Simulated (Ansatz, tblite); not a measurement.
# The cluster Ag3O+: rung by rung

One table from this session's results is given with a row withheld; the runs are named, their logs left out.

The runs use Ansatz 0.2.0, Gaussian basis; as each input shows.

Plan: GFN1-xTB, GFN2-xTB, PBE-D4/def2-TZVP, r2SCAN-D4/def2-TZVP, PBE-QIDH/def2-TZVP, r2SCANh-D4/def2-TZVP, LC-ωPBE/def2-TZVP, ωB97X-V/def2-TZVP, B3LYP-D4/def2-TZVP, PBE-D4/def2-SVP, PBE0-D4/def2-SVP, CCSD(T)/def2-TZVP, RPA/def2-TZVP.

4 further runs of the same task are left out: 4 set aside as unsound or not needed.

## The structure

The geometry is that of the singlet, from an earlier relaxation (B3LYP-D4/def2-SVP). At that level it is the lowest of the isomers that a small search found.

4 atoms, charge 1, spin multiplicity 1.

Bond lengths: Ag1–O4 2.071 Å, Ag2–O4 2.071 Å, Ag3–O4 2.071 Å. Angles: Ag1–O4–Ag2 119.8°, Ag1–O4–Ag3 119.8°, Ag2–O4–Ag3 119.8°.

Ag takes a core potential in the def2 sets. No spin-orbit coupling is included. The ion is computed in the gas phase, without counter-ions or solvent.

PBE0-D4/def2-TZVP was run before; its log isn't repeated, and its numbers join the tables.

Set-up of the first run:

Tight binding, by tblite at 300 K electronic temperature and without a spin-polarisation term:

```python
tblite.interface.Calculator('GFN1-xTB', numbers, positions, charge=1, uhf=0).singlepoint()
```

Tight binding, by tblite at 300 K electronic temperature and without a spin-polarisation term:

```python
tblite.interface.Calculator('GFN2-xTB', numbers, positions, charge=1, uhf=0).singlepoint()
```

start.molden holds the orbitals of an earlier run on this state, given as this run's starting guess.

Contents of in.yaml:

```yaml
crystal:
  periodic: [false, false, false]
  atoms:
    - {symbol: Ag, position_ang: [1.759472, -1.088385, 0.031009]}
    - {symbol: Ag, position_ang: [-1.785920, -0.935225, -0.465965]}
    - {symbol: Ag, position_ang: [0.037002, 2.036829, 0.363783]}
    - {symbol: O, position_ang: [-0.010545, -0.013218, 0.071172]}
basis:
  gaussian: {orbitals: def2-TZVP, initial_orbitals: start.molden}
total_charge: 1
hamiltonian: {xc: pbe, dispersion: d4}
scf: {omitted_lower_state_checks: [starts]}
output: {orbitals: {seedname: orbitals}}
```

Run with:

```console
ansatz run in.yaml --threads 4 --pin off --events-out ev --progress --plain --max-ram 3916MiB
```

Steps of the session up to this table: PBE-D4/def2-TZVP; r2SCAN-D4/def2-TZVP; PBE-QIDH/def2-TZVP; r2SCANh-D4/def2-TZVP; LC-ωPBE/def2-TZVP; ωB97X-V/def2-TZVP; B3LYP-D4/def2-TZVP; PBE-D4/def2-SVP; PBE0-D4/def2-SVP; CCSD(T)/def2-TZVP; RPA/def2-TZVP.

One of the session's tables, all rows but one given; the rest of the session is left out.

| level | HOMO (eV) | LUMO (eV) | gap (eV) |
| --- | --- | --- | --- |
| PBE-D4/def2-SVP | ? | ? | ? |
| PBE-D4/def2-TZVP | -9.64 | -8.31 | 1.33 |
| r2SCAN-D4/def2-TZVP | -9.70 | -7.93 | 1.76 |
| r2SCANh-D4/def2-TZVP | -10.15 | -7.52 | 2.63 |
| B3LYP-D4/def2-TZVP | -10.70 | -7.62 | 3.08 |
| PBE0-D4/def2-SVP | -10.70 | -7.08 | 3.62 |
| PBE0-D4/def2-TZVP | -10.76 | -7.13 | 3.63 |
| LC-ωPBE/def2-TZVP | -13.15 | -4.74 | 8.41 |
| ωB97X-V/def2-TZVP | -12.94 | -5.00 | 7.94 |

Estimate the missing values for PBE-D4/def2-SVP.

As computed: HOMO (eV): -9.56; LUMO (eV): -8.25; gap (eV): 1.32. In the column «HOMO (eV)» it is the highest.
